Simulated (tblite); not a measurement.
Species: C₄H₇FN (doublet state).
Atom-mapped SMILES: `[CH2:1]=[N:2][CH2:3][CH:4][CH2:5][F:6]` (hydrogens: H7, H8 on C1; H9, H10 on C3; H11 on C4; H12, H13 on C5)

Structure used (GFN2-xTB), in Å, numbered top down from 1:
```xyz
13
C4H7FN angstrom
C      2.3467   -0.5840   -0.2294
N      1.2994   -0.0612   -0.6709
C      0.4023    0.6539    0.2149
C     -0.7735   -0.2050    0.4751
C     -2.0471    0.0030   -0.2376
F     -2.4066    1.3385   -0.2619
H      2.6883   -0.5230    0.8099
H      2.9712   -1.1357   -0.9170
H      0.9055    0.9109    1.1632
H      0.0952    1.5671   -0.2989
H     -0.6302   -1.1339    0.9989
H     -2.8743   -0.5371    0.2356
H     -1.9812   -0.2928   -1.2997
```

Level: GFN2-xTB in tblite, geometry and Hessian alike; calculated harmonic values, unscaled, isolated species. Against measured fundamentals such values can be off by several per cent, at times by over 20. One conformer, not necessarily the lowest. Open shells enter through the occupations alone, without spin polarisation, and single modes of such species can be off by tens of per cent.

Harmonic wavenumbers (cm⁻¹): 37.0, 61.7, 88.5, 215.5, 311.7, 424.4, 435.1, 571.1, 693.0, 895.8, 910.2, 956.9, 959.9, 976.1, 1060.1, 1114.2, 1155.6, 1188.6, 1211.9, 1266.2, 1300.1, 1327.2, 1404.6, 1412.8, 1438.4, 1729.2, 2803.1, 2806.6, 2871.6, 2937.1, 2981.4, 3070.9, 3118.7.

A = 11708, B = 1606, C = 1550 MHz; mass 88.056 u (most abundant isotopes); point group C1, symmetry number 1; spin multiplicity 2.

Problem. Zero-point energy?

Solution. ½Σν̃ = 21868 cm⁻¹ = 261.59 kJ/mol.

Problem. Entropy at 200 K, 1 bar (ideal gas, RRHO, classical rotation)?

Solution. Translation 156.40, rotation 107.16, vibration 60.09, spin (R ln 2) 5.76: S = 329.4 J/(mol K).

Problem. And Cp and H(200 K) − H(0)?

Solution. Cp = 85.17 J/(mol K), of which vibrations give 51.92 (their classical limit is 33 R = 274.4); H(200 K) − H(0) = 12.50 kJ/mol without the zero-point energy, 5.85 from vibrations.

Problem. How do the functions run with temperature in this model?

Solution. 
```tsv
T (K)	S (J/(mol K))	Cp (J/(mol K))	H − H(0) (kJ/mol)	G − H(0) (kJ/mol)	ln q(vib)
50	238.6	53.0	2.14	-9.79	0.69
100	278.7	63.8	5.07	-22.80	1.81
298.15	367.9	110.2	22.06	-87.65	5.37
373.15	394.9	130.4	31.08	-116.26	6.59
500	437.4	161.1	49.64	-169.09	8.62
750	511.6	204.4	95.73	-287.98	12.50
1000	574.6	232.7	150.61	-423.96	16.16
```

q(vib) and H(0) count from the zero-point level.

Problem. Which modes carry the vibrational entropy at 200 K?

Solution. 37.0 cm⁻¹: 19.34; 61.7 cm⁻¹: 15.14; 88.5 cm⁻¹: 12.21; 215.5 cm⁻¹: 5.45; 311.7 cm⁻¹: 3.15; 424.4 cm⁻¹: 1.66 J/(mol K); the other 27 give 3.13 together.

Problem. What must be added to the electronic energy to get the Gibbs energy at 200 K and 1 bar?

Solution. ZPE + [H(200 K) − H(0)] − T·S = 261.59 + 12.50 − 65.88 = 208.21 kJ/mol.

Hindered rotation and anharmonicity are outside this model. Other conformers, if any are populated, would add a mixing term that is left out. The structure is chiral; the term R ln 2 for an equal mix with its mirror image is left out.
